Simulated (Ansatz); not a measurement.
# BH2(iPr) (C3H9B): geometry, orbitals and charge

Aim: characterise BH2(iPr) (C3H9B) as a singlet: its structure, frontier levels and distribution of charge.

Method: RKS PBE0-D4/def2-TZVP; program: Ansatz 0.2.0, Gaussian basis.

Levels to be run: relaxation at r2SCAN-D4/def2-SVP; a search for the lowest solution at PBE0-D4/def2-SVP; a single point at PBE0-D4/def2-TZVP.

### Step 1. Where the work starts

13 atoms, charge 0, spin multiplicity 1.

Atoms are counted from 1 here; the program's logs count them from 0.

Bond lengths: B1–H2 1.170 Å, B1–H3 1.169 Å, B1–C4 1.574 Å, C4–C5 1.534 Å, C4–C6 1.534 Å, C4–H7 1.104 Å, C5–H8 1.087 Å, C5–H9 1.088 Å, C5–H10 1.089 Å, C6–H11 1.089 Å, C6–H12 1.087 Å, C6–H13 1.088 Å. Angles: H2–B1–H3 119.6°, H2–B1–C4 120.1°, H3–B1–C4 120.2°, B1–C4–C5 115.2°, B1–C4–C6 115.1°, B1–C4–H7 102.5°, C5–C4–C6 109.7°, C5–C4–H7 106.7°, C6–C4–H7 106.6°, C4–C5–H8 110.9°, C4–C5–H9 110.1°, C4–C5–H10 110.9°, H8–C5–H9 108.3°, H8–C5–H10 108.4°, H9–C5–H10 108.1°, C4–C6–H11 110.9°, C4–C6–H12 110.9°, C4–C6–H13 110.2° and more.

The start is a GFN2-xTB geometry.

### Step 2. Optimising with r2SCAN-D4/def2-SVP

Input file in.yaml:

```yaml
crystal:
  periodic: [false, false, false]
  atoms:
    - {symbol: B, position_ang: [1.166920, 1.167540, -0.065120]}
    - {symbol: H, position_ang: [1.683500, 1.528660, 0.920430]}
    - {symbol: H, position_ang: [1.341170, 1.758520, -1.058490]}
    - {symbol: C, position_ang: [0.309640, -0.152100, -0.069040]}
    - {symbol: C, position_ang: [-0.740270, -0.244870, -1.183050]}
    - {symbol: C, position_ang: [-0.329540, -0.517090, 1.276560]}
    - {symbol: H, position_ang: [1.065540, -0.928020, -0.280640]}
    - {symbol: H, position_ang: [-0.292120, -0.054580, -2.154790]}
    - {symbol: H, position_ang: [-1.525600, 0.490080, -1.019880]}
    - {symbol: H, position_ang: [-1.200330, -1.231820, -1.203180]}
    - {symbol: H, position_ang: [-0.800760, -1.498070, 1.229980]}
    - {symbol: H, position_ang: [0.415180, -0.530340, 2.068280]}
    - {symbol: H, position_ang: [-1.093330, 0.212080, 1.538930]}
basis:
  gaussian: {orbitals: def2-SVP}
hamiltonian: {xc: r2scan, dispersion: d4}
scf: {omitted_lower_state_checks: [starts]}
output: {orbitals: {seedname: orbitals}}
relax: {f_tol: 0.02, max_steps: 100}
```

Started as:

```
$ ansatz run in.yaml --threads 4 --pin off --events-out ev --progress --plain --max-ram 3916MiB
```

Further steps of the session: Searching for the lowest solution, PBE0-D4/def2-SVP; Single point, PBE0-D4/def2-TZVP.

Q: Predict the results of all the runs planned. Wanted: point group; commonest bond, hydrogen aside; HOMO, LUMO at PBE0-D4/def2-TZVP; dipole at r2SCAN-D4/def2-SVP.

The runs gave:

| quantity | value |
| --- | --- |
| point group | Cs |
| commonest bond, hydrogen aside | C–C, 2 of mean length 1.531 Å |
| HOMO, LUMO at PBE0-D4/def2-TZVP | -8.31, -1.15 eV |
| dipole at r2SCAN-D4/def2-SVP | 0.75 D |

What this shows: The molecule keeps its bonding pattern by the stored test; the atoms moved 0.09 Å (rms). No usable vibrations, so a minimum isn't proven. The point group is read from a loosely relaxed geometry; soft torsions can leave it below the true symmetry.
